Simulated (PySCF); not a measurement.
## Ge–CH3, doublet: vertical spin and charge gaps

Geometry (PBE0/def2-TZVP stationary point for this spin, not checked as a minimum):

```xyz
5

Ge    0.0000    0.0000    0.3544
C     0.0103    0.0000   -1.6349
H    -1.0513    0.0000   -1.9236
H     0.4627    0.8945   -2.0693
H     0.4627   -0.8945   -2.0693
```

Basis cc-pVDZ; PySCF 2.14.0. Only valence electrons are correlated (noble-gas cores and the filled d shells of p-block atoms frozen). R marks a restricted (for open shells ROHF) determinant. No spin–orbit coupling is included, and no scalar relativity.

Gaps are energies of the second state less the first, at fixed atoms, for a selection of the levels run; mean-field and cluster levels share one orbital occupation for each state, and full CI takes the lowest of the symmetries tried.

Q: PBE gives 6.955 eV for removing an electron, to the singlet. Estimate what RCCSDT gives in cc-pVDZ.

A: RCCSDT in cc-pVDZ gives 6.798 eV, so against it PBE is off by 0.157 eV, of which a good part can be the reference's own basis and frozen-core error.

| level | gap (eV) | error (meV) |
| --- | --- | --- |
| RHF | 6.502 | -296 |
| RMP2 | 6.787 | -11 |
| RCCSD | 6.792 | -6 |
| RCCSD(T) | 6.797 | -1 |
| r2SCAN | 7.175 | 377 |
| PBE0 | 7.058 | 260 |
| B3LYP | 7.027 | 229 |
| wB97M-V | 6.943 | 145 |
| B2PLYP | 6.895 | 97 |

Q: PBE gives 2.095 eV for quartet less doublet. Estimate what RCCSDT gives in cc-pVDZ.

A: RCCSDT in cc-pVDZ gives 1.862 eV, so against it PBE is off by 0.233 eV, of which a good part can be the reference's own basis and frozen-core error.

```
   level  gap (eV)  error (meV)
     RHF     1.277         -585
    RMP2     1.750         -112
   RCCSD     1.859           -3
RCCSD(T)     1.862            0
  r2SCAN     1.897           35
    PBE0     2.004          142
   B3LYP     2.243          381
 wB97M-V     2.198          336
  B2PLYP     2.114          252
```

Q: PBE gives 9.259 eV for removing an electron, to the triplet. Estimate what RCCSDT gives in cc-pVDZ.

A: RCCSDT in cc-pVDZ gives 9.052 eV, so against it PBE is off by 0.207 eV, of which a good part can be the reference's own basis and frozen-core error.

```
   level  gap (eV)  error (meV)
     RHF     8.293         -759
    RMP2     8.949         -103
   RCCSD     9.041          -11
RCCSD(T)     9.052            0
  r2SCAN     9.287          235
    PBE0     9.264          212
   B3LYP     9.356          304
 wB97M-V     9.305          253
  B2PLYP     9.188          136
```

In so small a basis the reference is far from its limit while semilocal and hybrid functionals are nearer theirs (RPA and double hybrids share part of the reference's basis error), so the functionals' errors here hold much of the reference's basis and frozen-core error, which can add to them or hide them.

Full CI isn't at hand for all of this; RCCSDT serves as the reference. It lacks quadruple excitations, which often exceed the step from CCSD(T) to CCSDT.
